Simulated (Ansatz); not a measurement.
**CHSi+ (quintet): the correlation ladder, def2-TZVPP**

The task here is to estimate one member of a computed series from the others.

Computed with Ansatz 0.2.0, Gaussian basis. Level: def2-TZVPP, core rule «outside noble gas», up to 6 orbitals frozen.

The runs, in order: UHF; ROHF; CCSD(T) on UHF.

### The system

The geometry is a PBE0/def2-TZVP stationary point (not a proven minimum) of the parent state, kept for this charge and spin.

3 atoms, charge 1, spin multiplicity 5.

Atoms are counted from 1 here; the program's logs count them from 0.

Bond lengths: Si1–C2 1.840 Å, Si1–H3 1.533 Å. Angles: C2–Si1–H3 97.9°.

The first run:

The input, in.yaml:

```yaml
crystal:
  periodic: [false, false, false]
  atoms:
    - {symbol: Si, position_ang: [0.000000, -0.083231, 0.527232]}
    - {symbol: C, position_ang: [0.000000, 0.076222, -1.305753]}
    - {symbol: H, position_ang: [0.000000, 1.410897, 0.868536]}
basis:
  gaussian: {orbitals: def2-TZVPP}
total_charge: 1
magnetization: {spin_polarized: true, initial_magnetization: 4}
hamiltonian: {xc: hf}
output: {orbitals: {seedname: orbitals}}
```

Command:

```bash
$ ansatz run in.yaml --threads 1 --pin off --events-out ev --progress --plain --max-ram 4096MiB --backend cpu
```

Among the steps run: UHF; ROHF; CCSD(T) on UHF.

One table of the session follows, with a row left open; its other results are not shown here.

```
  method  from UCCSD(T) (meV)
    ROHF              +4771.2
     UHF              +4665.3
    UMP2              +1011.1
   UCCSD                    ?
UCCSD(T)                    0
```

Q: Estimate the row for UCCSD from the others.

**Answer.** from UCCSD(T) (meV): +181.2. In the column «from UCCSD(T) (meV)» it lies between UCCSD(T) (0) and UMP2 (+1011.1).
